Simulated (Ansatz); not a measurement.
Consider the deprotonation: HCl → `[Cl-]` + H⁺.

Computed with Ansatz on PBE0-D4/def2-TZVP structures; ΔE is electronic, products minus reactants. CBS: def2 TZ/QZ extrapolation, frozen cores. Anions take the def2 sets with diffuse functions and neutrals don't, so finite-basis rows favour the anion.

```tsv
species	CCSD(T)/CBS(def2) energy (Eh)
HCl	-460.38167
`[Cl-]`	-459.84387
H⁺	0.00000
```

(1) Work out ΔE.

Largest T1 diagnostic among the species: 0.007.

Answers

(1) ΔE = (-459.84387) + (0.00000) − (-460.38167) = 0.53780 Eh = +1412.0 kJ/mol.

At CCSD(T), def2-SVP lies −72.7 kJ/mol from the extrapolated value and def2-TZVPP +0.7 kJ/mol. From PBE to PBE0 (25 % exact exchange), in def2-TZVPP and without D4, ΔE moves by +6.6 kJ/mol.
